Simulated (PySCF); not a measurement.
**H2N, SMILES `[NH2]` (charge 0, multiplicity 2)**

The numbers are results of r2SCAN-D4/def2-TZVP // r2SCAN-D4/def2-SVP (PySCF), not measurements.

| Quantity | Result |
|---|---|
| highest occupied spin orbital | -7.49 eV |
| dipole moment | 1.96 D |
| total energy | -1520.30 eV |
| cost | roughly 90 core-seconds |

Bond lengths (Å): N1–H2 1.036, N1–H3 1.036. Bond angles (°): H2–N1–H3 100.9.
Charge 0, spin multiplicity 2.
